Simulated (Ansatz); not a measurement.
## [SiH3···H···N], quartet in cc-pVDZ: errors against UCCSDT(Q)

Geometry: a point of a hydrogen-transfer path between rigid fragments, not a stationary point.

```xyz
6

Si   -0.9716    0.0000    0.0000
H    -1.4665    1.3997    0.0000
H    -1.4665   -0.6999    1.2122
H    -1.4665   -0.6999   -1.2122
H     0.4094    0.0000    0.0000
N     2.2354    0.0000    0.0000
```

Basis cc-pVDZ; Ansatz 0.2.0. Only valence electrons are correlated (noble-gas cores frozen), which leaves 13 electrons in 46 orbitals. Prefix R: restricted or restricted open-shell reference; prefix U: unrestricted. Active spaces: pair = (5e, 5o) about the gap.

Full CI isn't at hand for all of this; UCCSDT(Q) serves as the reference, and is uncertain by about the last step of the cluster series. The frozen core follows each run's orbitals, which can shift R against U totals by a few meV.

For open shells CISD is restricted-active-space CI with the open shells as a complete middle space.

The UHF ⟨S²⟩ is 3.756. The T1 diagnostic (RCCSD) is 0.0134. The largest doubles amplitude (RCCSD) is 0.034. The T1 diagnostic (UCCSD) is 0.0098.

```csv
level,E − E(UCCSDT(Q)) (kcal/mol),share of correlation (%),wall time
RHF,154.51,0.00,–
UHF,152.43,1.35,–
RMP2,32.57,78.92,–
UMP2,32.21,79.15,–
CISD,13.83,91.05,27 s
RCCSD,2.79,98.20,–
UCCSD,2.74,98.23,–
RCCSD(T),0.60,99.61,3.9 s
UCCSD(T),0.56,99.64,3.6 s
BCCD(T),0.60,99.61,1.5 s
RCCSDT,0.11,99.93,–
UCCSDT,0.07,99.95,–
RCCSDT(Q),0.05,99.97,39 s
```

The correlation energy at UCCSDT(Q), counted from RHF, is -6.700 eV. That run took 32 s on 1 thread of INTEL XEON PLATINUM 8581C, shared host.

Run but not shown, since their state or frozen core can't be matched to the reference's or they repeat it: CASSCF (pair space), NEVPT2 (pair space), MRCISD (pair space), MRCISD+Q (pair space).

Times hold each run's SCF and search for its determinant on a shared host, so for small cases they say little of a method's own cost; they ran on 1 thread of INTEL XEON PLATINUM 8581C.
